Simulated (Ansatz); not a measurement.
Ideal-gas functions of `[AlH2][S][AlH2]` at 298.15 K and 1 bar, from an Ansatz frequency run at PBE0-D4/def2-TZVP.

Molar mass 90.06 g/mol, point group C2v (symmetry number 2), electronic degeneracy 1, moments of inertia 47.031, 177.96, 224.991 u Å². Harmonic wavenumbers (cm⁻¹, unscaled): 110, 128, 139, 437, 460, 517, 551, 580, 590, 754, 790, 1936, 1946, 1952, 1959.

Use S(trans) = R[1.5 ln M + 2.5 ln T − 1.1517]; rotational temperatures θ = 24.2544 K / I; S(rot) = R[ln(√π/σ · √(T³/θAθBθC)) + 1.5]; for each mode x = 1.438777 ν̃/T, S = R[x/(eˣ − 1) − ln(1 − e⁻ˣ)] and H = RT x/(eˣ − 1); 1 cm⁻¹ = 0.0119627 kJ/mol; R = 8.31446 J/(mol·K).

Problem. By hand: the entropy, in J/(mol·K).

Solution. Translation 165.0. Rotation: θ = 0.5157, 0.1363, 0.1078 K, giving 102.8. Vibration, mode by mode: 13.68, 12.45, 11.79, 3.50, 3.21, 2.58, 2.27, 2.03, 1.95, 1.04, 0.90, 0.01, 0.01, 0.01, 0.01, in all 55.4. Electronic 0.0. Sum 323.2 J/(mol·K).

Problem. By hand: H − E and G − E in kJ/mol, counted from the electronic energy.

Solution. Zero-point energy ½ × 12849 × 0.0119627 = 76.9; thermal vibration 9.2; translation, rotation and pV give 4 RT = 9.9. H − E = 96.0 kJ/mol, and G − E = 96.0 − 298.15 × 323.2/1000 = -0.4 kJ/mol.

Vibration gives 17 % of the entropy, 37.9 J/(mol·K) of it from the modes under 150 cm⁻¹: soft modes count most, and the harmonic formula is weakest for them.
